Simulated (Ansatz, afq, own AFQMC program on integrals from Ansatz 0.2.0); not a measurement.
Integrals from Ansatz 0.2.0, then the random walk in our own AFQMC program (afq).

```yaml
crystal:
  periodic: [false, false, false]
  atoms:
    - {symbol: Ge, position_ang: [0.000000, 0.000000, 0.273860]}
    - {symbol: C, position_ang: [0.000000, 0.000000, -1.494741]}
    - {symbol: H, position_ang: [0.000000, 1.285282, 1.096845]}
    - {symbol: H, position_ang: [0.000000, -1.285282, 1.096845]}
    - {symbol: H, position_ang: [0.000000, 0.923283, -2.059354]}
    - {symbol: H, position_ang: [0.000000, -0.923283, -2.059354]}
basis:
  gaussian: {orbitals: 6-31G}
magnetization: {spin_polarized: true, initial_magnetization: 0}
correlation: {method: ccsd_t, electrons: outside_noble_gas, hamiltonian_folder: ham}
```

```sh
$ ansatz run in.yaml --threads 1 --pin off --events-out ev --progress --plain --max-ram 1382MiB
```

Options of the walk:

```
--method phaseless --trial cisd --walkers 90 --populations 1 --least-time 40 --time-step 0.005 --steps-per-block 50 --equilibration-blocks 28 --max-blocks 300 --target-error 0.00042 --factor-cut 1e-05 --start spin_pure --seed 6384 --release-times 0.24,0.51,0.99,1.62,2.4 --release-step 0.03 --release-every 4 --taylor-order 6
```

Times are imaginary, in 1/Eh. The walk had a cap of 508 s. Filled inner d shells are frozen with the cores.

```
orbitals 31  electrons 6 6  factors 259 of 505
reference energy -2115.12416547 Eh
CCSD correlation -0.18559199 Eh in 10 cycles, weight of the determinant in the CISD state 0.8744
energy of the start -2115.309757 Eh
 block  time / (1/Eh)  mean weight  energy / Eh
     1     0.250  0.9986  -2115.306820
     2     0.500  1.0002  -2115.308023
     3     0.750  1.0007  -2115.308501
     4     1.000  0.9995  -2115.315162
     5     1.250  0.9995  -2115.311642
     8     2.000  0.9988  -2115.315219
    13     3.250  1.0028  -2115.313597
    31     7.750  1.0011  -2115.314049
    49    12.250  0.9989  -2115.314092
    55    13.750  1.0003  -2115.308960
    67    16.750  0.9984  -2115.323898
    85    21.250  0.9994  -2115.321676
   103    25.750  0.9995  -2115.309186
   121    30.250  1.0008  -2115.316448
   139    34.750  0.9986  -2115.330195
   157    39.250  0.9996  -2115.310898
   175    43.750  0.9985  -2115.313412
   193    48.250  0.9995  -2115.315746
   211    52.750  1.0004  -2115.319060
   229    57.250  0.9999  -2115.312164
   247    61.750  0.9998  -2115.315022
   253    63.250  0.9986  -2115.314340
blocks merged  error / Eh  count
     1  0.000277  230
     2  0.000322  115
     4  0.000393  57
     8  0.000356  28
    16  0.000435  14
released: time / (1/Eh)  energy / Eh  error  mean overlap
  0.24  -2115.315795  0.000372  1.0034
  0.51  -2115.315742  0.000300  1.0089
  0.99  -2115.315924  0.000382  1.0091
  1.62  -2115.315249  0.000428  1.0177
  2.40  -2115.316242  0.000407  1.0025
energy -2115.315495 +/- 0.000393 Eh
(rows thinned)
```

(1) Estimate how long the walk took on 1 thread of Arm Neoverse V2, on a shared host.

The run passed its tests (sampling time, drift between the halves within three errors, error under three times the target), which doesn't prove that it has relaxed.

Against this walk (error 10.7 meV) on the same determinant: CCSD(T) 8.7 meV higher (within the noise). The error is statistical and leaves out the bias of the constraint. None of these is a sure reference here. Released to 2.40 1/Eh the energy moves by -20 ± 15 meV (both errors), within twice the noise.

Cautions: constraint bias not in the error; no relativity below Rb; no spin-orbit coupling; inner d shell frozen; higher spins were not checked; an unrestricted solution with more broken spin lies lower (182 meV, ⟨S²⟩ 0.45), while this determinant keeps restricted orbitals.

Answers

(1) 6.3 min of wall time.

A walk keeps the symmetry of its determinant, which the program's search chose and which needn't be the lowest solution, so a lower state of the same spin and another symmetry isn't excluded.
